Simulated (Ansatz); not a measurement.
Cu2ZnSnS4 (I-4, No. 82)

Computed with PBE (plane waves, PAW; Ansatz, a first-principles code).

Run with plane-wave cutoff 500 eV, 10×10×10 k mesh, Fermi–Dirac smearing 0.05 eV, no spin polarisation, scalar-relativistic PAW data made under PBE.

Cell: relaxed at this level.

```
Quantity                    Result
-------------------  -------------
volume per atom      20.43 Å³/atom
lattice parameter a        5.467 Å
c axis length             10.936 Å
```

Spin–orbit coupling is not included.

Cost on a shared machine: roughly 18 core-minutes.
